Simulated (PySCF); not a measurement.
**NaSi: bond curves at several levels of theory**

One job finds the state of NaSi, follows it along the bond with each method and fits the curves.

The runs use PySCF 2.14.0; Na def2-SVPD, Si def2-SVPD, no relativity.

### Step 1. Input

Settings of the job:

```
atoms                         : Na, Si
charge                        : 0
basis                         : Na def2-SVPD, Si def2-SVPD
Hamiltonian                   : no relativity
basis functions               : 42
electrons treated             : 25
masses in u                   : 22.9898, 27.9769
levels                        : PBE0, PBE, r²SCAN, BHandHLYP, PBEsol, TPSS, CAM-B3LYP, HF, MP2, SCS-MP2, CCSD, CCSD(T)
grid                          : 80 radial by 434 angular points
occupations                   : held fixed by the projection of orbital angular momentum
dissociation limit            : Na + Si, each in its ground configuration
starting distance in angstrom : 2.690
values of 2S to try           : 1, 3
```

The run is started by

```bash
OMP_NUM_THREADS=1 python dia.py task.json out
```

The runs that follow: PBE0 along the bond; Higher solutions at PBE0; PBE (GGA); r²SCAN; BHandHLYP; PBEsol (GGA); TPSS (meta-GGA); CAM-B3LYP (range-separated hybrid); UHF (mean field); Correlated methods on the Hartree–Fock reference.

Q: Predict the outcome of this session. Wanted: for each run, Re; ωe; De; μ.

The runs gave:

Lowest PBE0 solution found, without spin–orbit coupling: ⁴Σ⁻ (quartet), unpaired electrons σ ↑, π ↑↑. State 2 has its PBE0 minimum 0.48 eV higher, as a spin-mixed determinant (⟨S²⟩ = 1.77), so this is no gap between pure states. State 3 has its PBE0 minimum 0.50 eV higher, as a spin-mixed determinant (⟨S²⟩ = 1.77), so this is no gap between pure states. State 4 has its PBE0 minimum 0.51 eV higher. The other levels ran on the lowest alone.

| level | Re (Å) | ωe (cm⁻¹) | De (eV) | μ (D) |
| --- | --- | --- | --- | --- |
| UHF | 2.743 | 258.2 | 0.95 | -8.26 |
| UHF-MP2 | 2.739 | 259.1 | 1.37 | n/a |
| UHF-SCS-MP2 | 2.739 | 258.6 | 1.22 | n/a |
| UHF-CCSD | 2.740 | 256.5 | 1.31 | n/a |
| UHF-CCSD(T) | 2.742 | 255.9 | 1.35 | n/a |
| PBE | 2.721 | 245.3 | 1.48 | -6.45 |
| PBEsol | 2.708 | 248.8 | 1.59 | -6.56 |
| TPSS | 2.723 | 251.6 | 1.56 | -7.02 |
| r²SCAN | 2.718 | 256.0 | 1.61 | -7.29 |
| PBE0 | 2.706 | 255.4 | 1.45 | -7.09 |
| BHandHLYP | 2.699 | 256.8 | 1.16 | -7.14 |
| CAM-B3LYP | 2.683 | 259.3 | 1.21 | -7.03 |

De is counted to Na + Si in their ground configurations. A positive dipole means Na(−)Si(+).

Differences from CCSD(T) in the same basis:

| level | Re (mÅ) | ωe (%) |
| --- | --- | --- |
| UHF | 0 | +0.9 |
| UHF-MP2 | -4 | +1.3 |
| UHF-SCS-MP2 | -3 | +1.1 |
| UHF-CCSD | -2 | +0.2 |
| PBE | -21 | -4.1 |
| PBEsol | -34 | -2.8 |
| TPSS | -20 | -1.7 |
| r²SCAN | -25 | +0.1 |
| PBE0 | -36 | -0.2 |
| BHandHLYP | -44 | +0.4 |
| CAM-B3LYP | -60 | +1.3 |

**Reading.** Judged by CCSD(T) in the same basis: best bond length UHF (0 mÅ), worst CAM-B3LYP (-60 mÅ); best wavenumber r²SCAN (+0.1 %), worst PBE (-4.1 %). CCSD(T) in a basis this small is itself some way from its limit, more so than the functionals. Of the levels with a De here, UHF gives the least (0.95 eV) and r²SCAN the most (1.61 eV).

Correlated steps freeze 6 core orbitals.
